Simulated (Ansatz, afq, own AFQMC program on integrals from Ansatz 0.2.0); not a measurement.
**Where AFQMC and coupled cluster stand for BeBH₃, singlet**

```xyz
5

B     0.0000    0.0000    0.8223
Be    0.0000    0.0000   -1.0509
H     0.0000    1.0032    1.4842
H     0.0000   -1.0032    1.4842
H     0.0000    0.0000   -2.3921
```

Connectivity, by distances: BH2–BeH.

Basis cc-pVDZ. Noble-gas cores (and the filled d shells of Ga–Kr and In–Xe) are frozen. AFQMC by an in-house program on the Cholesky factors that Ansatz 0.2.0 writes for its CCSD(T) run. ph-AFQMC/CISD is guided by a CISD state made of CCSD amplitudes; releasing the constraint for a short imaginary time cuts its bias at the price of noise, slowly where states lie close. ± is one standard error of the sampling.

Determinant: RHF, the one that the program's search chose, which needn't be the lowest solution. The geometry is a PBE0/def2-TZVP stationary point of this or a neighbouring charge and spin state.

No full CI on the walks' own integrals is used here; CCSDT(Q) serves as the reference and is uncertain by about the last step of the cluster series.

The T1 diagnostic is 0.0075, the weight of the determinant in the CISD state is 0.911 and the size of the correlated space is 8 electrons in 41 orbitals.

Reference: CCSDT(Q), correlation energy -4.322 eV. The released energy is read at 2.40 1/Eh (meV from the phaseless value at times in 1/Eh: 0 ± 9 at 0.24, -2 ± 6 at 0.51, -8 ± 5 at 0.99, -9 ± 8 at 1.62, -7 ± 8 at 2.40).

| level | E − E(reference) (kJ/mol) | share of correlation (%) |
| --- | --- | --- |
| HF | 417.1 | 0.00 |
| MP2 | 96.8 | 76.79 |
| CCSD | 9.1 | 97.83 |
| CCSD(T) | 2.0 | 99.53 |
| CCSDT | 0.3 | 99.94 |
| ph-AFQMC/CISD | 0.6 ± 0.5 | 99.85 |
| released AFQMC | 0.0 ± 0.7 | 100.01 |

A walk keeps the symmetry of its determinant, which the program's search chose and which needn't be the lowest solution, so a lower state of the same spin and another symmetry isn't excluded. Released energies are given only where the last usable release times agree within the noise; a slower fall can still hide under it.
